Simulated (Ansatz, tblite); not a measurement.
Cost and result up the ladder for Si(SiH3)2H2 (Si3H8) (11 atoms). The state is a singlet with charge 0. Geometry: PBE0-D4/def2-SVP.

```xyz
11

Si    0.231   -0.334   -0.905
Si    1.674    0.863    0.503
H     1.079    2.202    0.810
H     3.012    1.061   -0.134
H     1.854    0.116    1.787
Si   -1.842   -0.619    0.155
H    -2.434    0.719    0.468
H    -1.650   -1.367    1.436
H    -2.794   -1.379   -0.712
H     0.826   -1.673   -1.218
H     0.044    0.412   -2.190
```

Ansatz on 4 threads of Arm Neoverse V1 on a shared host; xTB runs through tblite on one thread. Times are rough, summed over both states, and most runs start from the orbitals of an earlier one. PBE0-D4/def2-TZVP serves as the yardstick here, not as an exact answer. The other state is a doublet.

The xTB rows come from tblite.

Raw xTB energies of ions are shifted by several eV.

```
              level  functions  vertical IE (eV)  difference from PBE0-D4/def2-TZVP (eV)
  PBE0-D4/def2-TZVP        159              9.86                                    0.00
           GFN2-xTB         35             12.07                                    2.21
           GFN1-xTB         43             13.30                                    3.44
r2SCAN-D4/def2-TZVP        159              9.77                                   -0.09
   PBE-D4/def2-TZVP        159              9.68                                   -0.18
```

(1) Estimate how long each takes.

Results:

(1) GFN2-xTB 0.009 s; GFN1-xTB 0.014 s; PBE-D4/def2-TZVP 3.7 s; PBE0-D4/def2-TZVP 4.9 s; r2SCAN-D4/def2-TZVP 8.3 s. On shared hardware such times vary by a factor of up to 3.
